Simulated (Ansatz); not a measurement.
CH4SSi, SMILES CS[SiH], an active-space calculation

Program: Ansatz 0.2.0 through its Python package.

The script reads `ch4ssi.xyz`:
```text
7

C    -0.81380    0.64340   -0.30670
S    -0.13130   -0.35430    0.96050
Si    1.62870   -1.11280    0.03230
H    -1.71570    1.13600    0.05780
H    -0.18260    1.49470   -0.61020
H    -1.09850    0.11390   -1.20980
H     2.37440   -1.98880    1.03040
```

The cells in order, each with its output:

```python
import ansatz as az
```

```python
mol = az.Crystal.molecule_from_extxyz("ch4ssi.xyz")
```

```python
setup = mol.calculation()
setup = setup.basis(gaussian="cc-pVDZ")
setup = setup.correlation(active_electrons=4, active_orbitals=4)
for method in [None, "sc_nevpt2"]:
    summary = (setup if method is None else setup.correlation(method)).run().report
    space = summary["configurations"]
    state = space["states"][0]
    print(method or "casscf", f"total {summary['free_energy_ev'] / 27.211386246:.6f} Ha, active-space state {state['energy']['hartree']:.6f} Ha, mean field {summary['reference_energy_ev'] / 27.211386246:.6f} Ha")
    print("  determinants", state["n_determinants"], " natural occupations", [round(n, 3) for n in space["natural_occupations"]])
```

    casscf total -726.664248 Ha, active-space state -726.664248 Ha, mean field -726.629640 Ha
      determinants 36  natural occupations [1.983, 1.979, 0.02, 0.018]
    RunWarning: the results are in doubt because another end's mean lies 0.163 eV lower, and its corrected mean 0.047 eV higher
    sc_nevpt2 total -726.990800 Ha, active-space state -726.657871 Ha, mean field -726.629640 Ha
      determinants 36  natural occupations [1.982, 1.926, 0.077, 0.016]

Reading the output:
- Total energies depend on the basis set; only differences at equal settings carry meaning.
- Warnings are shown shortened and without file and line.
- The geometry is a force-field or estimated start, not a minimum of this method, and the basis set is short of its limit. The active space starts as a window about the frontier orbitals and is then optimised, not chosen by chemistry.
- A lower CASSCF solution was found and passed over, so the printed active-space state isn't the lowest.
- Timing: 16 s on 1 thread of Arm Neoverse V2, on a shared host, peak memory 0.2 GiB.

(Lines on the test bed's own set-up are left out of the output.)
